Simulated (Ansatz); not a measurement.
Harmonic vibrations of the cluster Al₂H₃⁺ by finite differences.

```yaml
crystal:
  periodic: [false, false, false]
  atoms:
    - {symbol: Al, position_ang: [0.084527, -1.444495, 0.509572]}
    - {symbol: Al, position_ang: [-0.066969, 1.102488, -0.387997]}
    - {symbol: H, position_ang: [-1.440243, 1.770232, 0.007485]}
    - {symbol: H, position_ang: [0.179092, -2.942687, 1.034198]}
    - {symbol: H, position_ang: [1.243592, 1.514453, -1.163248]}
basis:
  gaussian: {orbitals: def2-TZVP}
total_charge: 1
hamiltonian: {xc: pbe, dispersion: d4}
scf: {omitted_lower_state_checks: [starts]}
phonons: {temperatures: {t_min: 298.15, t_max: 900, t_step: 200}}
```

```sh
$ ansatz run in.yaml --threads 2 --pin off --events-out ev --progress --plain --max-ram 4352MiB
```

Output, abridged:

```
Functional definition: PBE
mean field -13226.74751043 eV, -486.0740055968 hartree, gradient 5.8e-5 eV, S^2 0.000000; 0 other end points of the search recorded, 0 dependent functions left out
mean field -13226.74751330 eV, -486.0740057022 hartree, gradient 1.6e-6 eV, S^2 0.000000; 0 other end points of the search recorded, 0 dependent functions left out
mean field -13226.74749777 eV, -486.0740051318 hartree, gradient 1.7e-6 eV, S^2 0.000000; 0 other end points of the search recorded, 0 dependent functions left out
mean field -13226.74744429 eV, -486.0740031662 hartree, gradient 1.6e-6 eV, S^2 0.000000; 0 other end points of the search recorded, 0 dependent functions left out
mean field -13226.74747859 eV, -486.0740044269 hartree, gradient 1.4e-6 eV, S^2 0.000000; 0 other end points of the search recorded, 0 dependent functions left out
mean field -13226.74750220 eV, -486.0740052942 hartree, gradient 1.7e-6 eV, S^2 0.000000; 0 other end points of the search recorded, 0 dependent functions left out
mean field -13226.74750050 eV, -486.0740052320 hartree, gradient 2.1e-6 eV, S^2 0.000000; 0 other end points of the search recorded, 0 dependent functions left out
mean field -13226.74744336 eV, -486.0740031321 hartree, gradient 6.8e-7 eV, S^2 0.000000; 0 other end points of the search recorded, 0 dependent functions left out
mean field -13226.74744861 eV, -486.0740033249 hartree, gradient 6.1e-7 eV, S^2 0.000000; 0 other end points of the search recorded, 0 dependent functions left out
mean field -13226.74748559 eV, -486.0740046839 hartree, gradient 2.0e-6 eV, S^2 0.000000; 0 other end points of the search recorded, 0 dependent functions left out
mean field -13226.74748132 eV, -486.0740045269 hartree, gradient 2.0e-6 eV, S^2 0.000000; 0 other end points of the search recorded, 0 dependent functions left out
mean field -13226.74749393 eV, -486.0740049905 hartree, gradient 2.1e-6 eV, S^2 0.000000; 0 other end points of the search recorded, 0 dependent functions left out
mean field -13226.74748421 eV, -486.0740046332 hartree, gradient 2.2e-6 eV, S^2 0.000000; 0 other end points of the search recorded, 0 dependent functions left out
mean field -13226.74747115 eV, -486.0740041533 hartree, gradient 2.0e-6 eV, S^2 0.000000; 0 other end points of the search recorded, 0 dependent functions left out
mean field -13226.74748456 eV, -486.0740046462 hartree, gradient 1.8e-6 eV, S^2 0.000000; 0 other end points of the search recorded, 0 dependent functions left out
mean field -13226.74750853 eV, -486.0740055271 hartree, gradient 2.3e-6 eV, S^2 0.000000; 0 other end points of the search recorded, 0 dependent functions left out
mean field -13226.74749245 eV, -486.0740049362 hartree, gradient 1.6e-6 eV, S^2 0.000000; 0 other end points of the search recorded, 0 dependent functions left out
mean field -13226.74750465 eV, -486.0740053846 hartree, gradient 2.2e-6 eV, S^2 0.000000; 0 other end points of the search recorded, 0 dependent functions left out
mean field -13226.74750775 eV, -486.0740054983 hartree, gradient 2.8e-6 eV, S^2 0.000000; 0 other end points of the search recorded, 0 dependent functions left out
mean field -13226.74750498 eV, -486.0740053966 hartree, gradient 1.9e-6 eV, S^2 0.000000; 0 other end points of the search recorded, 0 dependent functions left out
mean field -13226.74751335 eV, -486.0740057042 hartree, gradient 2.0e-6 eV, S^2 0.000000; 0 other end points of the search recorded, 0 dependent functions left out
mean field -13226.74747489 eV, -486.0740042908 hartree, gradient 1.3e-6 eV, S^2 0.000000; 0 other end points of the search recorded, 0 dependent functions left out
mean field -13226.74747406 eV, -486.0740042601 hartree, gradient 1.7e-6 eV, S^2 0.000000; 0 other end points of the search recorded, 0 dependent functions left out
mean field -13226.74750771 eV, -486.0740054967 hartree, gradient 2.1e-6 eV, S^2 0.000000; 0 other end points of the search recorded, 0 dependent functions left out
mean field -13226.74750245 eV, -486.0740053036 hartree, gradient 1.9e-6 eV, S^2 0.000000; 0 other end points of the search recorded, 0 dependent functions left out
mean field -13226.74748629 eV, -486.0740047097 hartree, gradient 1.9e-6 eV, S^2 0.000000; 0 other end points of the search recorded, 0 dependent functions left out
mean field -13226.74747478 eV, -486.0740042866 hartree, gradient 2.1e-6 eV, S^2 0.000000; 0 other end points of the search recorded, 0 dependent functions left out
mean field -13226.74751143 eV, -486.0740056336 hartree, gradient 2.4e-6 eV, S^2 0.000000; 0 other end points of the search recorded, 0 dependent functions left out
mean field -13226.74749831 eV, -486.0740051514 hartree, gradient 1.8e-6 eV, S^2 0.000000; 0 other end points of the search recorded, 0 dependent functions left out
mean field -13226.74749237 eV, -486.0740049332 hartree, gradient 2.3e-6 eV, S^2 0.000000; 0 other end points of the search recorded, 0 dependent functions left out
mean field -13226.74750594 eV, -486.0740054319 hartree, gradient 2.2e-6 eV, S^2 0.000000; 0 other end points of the search recorded, 0 dependent functions left out
Total energy: -13226.80203897 eV, -486.0760094838 hartree
Atom 0 at     0.084527    -1.444495     0.509572 Å, force     0.002867    -0.002930    -0.001061 eV/Å
Atom 1 at    -0.066969     1.102488    -0.387997 Å, force    -0.001080     0.001355     0.001754 eV/Å
Atom 2 at    -1.440243     1.770232     0.007485 Å, force    -0.000780     0.000190    -0.000346 eV/Å
Atom 3 at     0.179092    -2.942687     1.034198 Å, force    -0.001747     0.001466     0.000614 eV/Å
Atom 4 at     1.243592     1.514453    -1.163248 Å, force     0.000741    -0.000081    -0.000961 eV/Å
Dipole moment:     0.020071    -0.356456     0.125941 e Å
Vibrations: 244.50 280.75 307.98 414.33 507.42 662.46 1902.71 1921.07 1973.61 cm⁻¹, zero-point energy 0.509254 eV
Checks for a lower state left out: starts
```

Hardware: 2 threads of Intel Xeon Platinum 8488C on a shared host. Wall time 11 s.

The structure comes from a short search, and lower isomers may exist.
